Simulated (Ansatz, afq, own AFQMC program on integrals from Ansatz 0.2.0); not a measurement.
AFQMC on a folder of integrals that Ansatz 0.2.0 wrote.

```yaml
crystal:
  periodic: [false, false, false]
  atoms:
    - {symbol: B, position_ang: [0.000000, 0.000000, -0.707918]}
    - {symbol: B, position_ang: [0.000000, 0.000000, 2.594082]}
    - {symbol: H, position_ang: [0.000000, 0.000000, -1.886165]}
basis:
  gaussian: {orbitals: 6-31G}
magnetization: {spin_polarized: true, initial_magnetization: 3}
correlation: {method: ccsd_t, electrons: outside_noble_gas, hamiltonian_folder: ham}
```

```sh
$ ansatz run in.yaml --threads 1 --pin off --events-out ev --progress --plain --max-ram 16896MiB --backend cuda --devices 0, --max-vram 18GiB
```

Options of the walk:

```
--method phaseless --trial cisd --walkers 4000 --populations 20 --least-time 60 --time-step 0.005 --steps-per-block 50 --equilibration-blocks 40 --max-blocks 4000 --target-error 0.00032 --factor-cut 1e-05 --start spin_pure --seed 1229 --release-times 0.24,0.51,0.99,1.62,2.4 --release-step 0.03 --release-every 3 --taylor-order 6
```

Times are imaginary, in 1/Eh. The walk had a cap of 122 s. With eight or more populations the least sampling time is a fifth of least-time, and the error comes from their spread.

afq prints:

```
orbitals 18  electrons 5 2  factors 99 of 284
reference energy -49.62191686 Eh
CCSD correlation -0.07539092 Eh in 21 cycles, weight of the determinant in the CISD state 0.9135
energy of the start -49.697214 Eh
 block  time / (1/Eh)  mean weight  energy / Eh
     1     0.250  1.0001  -49.696838
     2     0.500  1.0000  -49.696834
     3     0.750  1.0000  -49.696953
     4     1.000  0.9999  -49.697108
     5     1.250  1.0000  -49.697355
    10     2.500  1.0001  -49.697982
    19     4.750  1.0000  -49.698112
    29     7.250  0.9999  -49.698085
    39     9.750  1.0001  -49.698244
    49    12.250  0.9997  -49.698294
    59    14.750  1.0000  -49.698361
    69    17.250  1.0002  -49.698245
    79    19.750  0.9997  -49.698313
    81    20.250  1.0001  -49.702782
    87    21.750  1.0004  -49.693312
    89    22.250  0.9999  -49.698444
error from the spread of 20 populations
released: time / (1/Eh)  energy / Eh  error  mean overlap
  0.24  -49.698341  0.000054  1.0033
  0.51  -49.698386  0.000045  1.0060
  0.99  -49.698420  0.000054  1.0077
  1.62  -49.698501  0.000051  1.0034
  2.40  -49.698591  0.000047  1.0097
energy -49.698283 +/- 0.000138 Eh
(rows thinned)
```

The run passed its tests (sampling time, drift between the halves within three errors, error under three times the target), which doesn't prove that it has relaxed.

Against this walk (error 3.8 meV) on the same determinant: CCSD(T) 4.5 meV higher (within the noise), CCSDT(Q) 45.9 meV lower, CCSDTQ 50.5 meV lower, full CI 50.9 meV lower. The error is statistical and leaves out the bias of the constraint. Released to 2.40 1/Eh the energy lies 8 ± 4 meV (both errors) below the phaseless value, which shows part or all of the bias of the constraint, and full CI lies 42.5 meV below the released value. Full CI is exact here, so the walk's 51 meV above it is the walk's own error: the bias of the constraint with this trial.

Cautions: constraint bias not in the error; lower spins were not checked; the CCSDT(Q) amplitudes may be one of several solutions (largest double 0.65); the CCSDTQ amplitudes may be one of several solutions (largest double 0.93); the released energy hasn't reached full CI (43 meV above it at 2.40 1/Eh).

The walk took 28 s on 1 × NVIDIA H100 80GB HBM3 with 2 threads of AMD EPYC 7R13 Processor (Zen 3), with other jobs on the host (the card was shared). The log's last line is the phaseless energy.

CCSDT and higher add their correlation energy to the determinant of the CCSD(T) run, since their own runs factorise the integrals more tightly (a shift of under 2 meV). A walk keeps the symmetry of its determinant, which the program's search chose and which needn't be the lowest solution, so a lower state of the same spin and another symmetry isn't excluded.
